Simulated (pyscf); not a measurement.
Thermochemistry of product channels of H₂O (SMILES O) + •C≡CH (SMILES [C]#C) on the doublet surface, in kJ/mol, from ωB97M-D3(BJ)/def2-TZVP energies (ideal gas, 1 atm, RRHO with modes under 100 cm⁻¹ raised to 100, one conformer, R ln 2 for rigid chiral ones). Optimised with ωB97X-D3(BJ)/def2-SVP in PySCF.

```json
[
 {"products": "O (SMILES [O]) [triplet] + •HC=CH₂ (SMILES [CH]=C)", "ΔE": "+187.1", "ΔH(298 K)": "+184.0", "ΔG(600 K)": "+191.0", "ΔG(1200 K)": "+197.0"},
 {"products": ":C=CH–OH (SMILES [C]=CO) [singlet] + H• (SMILES [H])", "ΔE": "+164.5", "ΔH(298 K)": "+147.6", "ΔG(600 K)": "+161.7", "ΔG(1200 K)": "+170.2"},
 {"products": "•HC=C=O (SMILES [CH]=C=O) + H₂ (SMILES [H][H])", "ΔE": "-168.5", "ΔH(298 K)": "-188.4", "ΔG(600 K)": "-177.8", "ΔG(1200 K)": "-172.0"},
 {"products": "OH• (SMILES [OH]) + :C=CH₂ (SMILES [C]=C) [singlet]", "ΔE": "+91.7", "ΔH(298 K)": "+80.2", "ΔG(600 K)": "+77.5", "ΔG(1200 K)": "+73.4"},
 {"products": ":HC–CH=O (SMILES [CH]C=O) [singlet] + H• (SMILES [H])", "ΔE": "+151.8", "ΔH(298 K)": "+132.7", "ΔG(600 K)": "+146.3", "ΔG(1200 K)": "+155.0"},
 {"products": "HC≡C–OH (SMILES C#CO) + H• (SMILES [H])", "ΔE": "-33.7", "ΔH(298 K)": "-46.5", "ΔG(600 K)": "-25.3", "ΔG(1200 K)": "-9.7"},
 {"products": "H₂C=C•–OH (SMILES C=[C]O)", "ΔE": "-253.5", "ΔH(298 K)": "-243.6", "ΔG(600 K)": "-164.4", "ΔG(1200 K)": "-84.6"},
 {"products": "•HC=CH–OH (SMILES [CH]=CO)", "ΔE": "-228.9", "ΔH(298 K)": "-219.2", "ΔG(600 K)": "-136.3", "ΔG(1200 K)": "-53.1"}
]
```

These are energies of the channels, which say nothing of barriers. :C=CH–OH [singlet] lies 351.6 kJ/mol over its isomer H₂C=C=O, and others may lie lower still (electronic energy, ωB97M-D3(BJ)). :C=CH₂ [singlet] lies 173.3 kJ/mol over its isomer HC≡CH, and others may lie lower still (electronic energy, ωB97M-D3(BJ)). :C=CH–OH [singlet] may be a fragile minimum: a first optimisation, from another start, lost the drawn bonds. :HC–CH=O [singlet] may be a fragile minimum: a first optimisation, from another start, lost the drawn bonds. Left out: orbital degeneracy and the spin-orbit lowering of OH, O. C₂H has a Π state close over its Σ ground state, and the state reached was not checked.
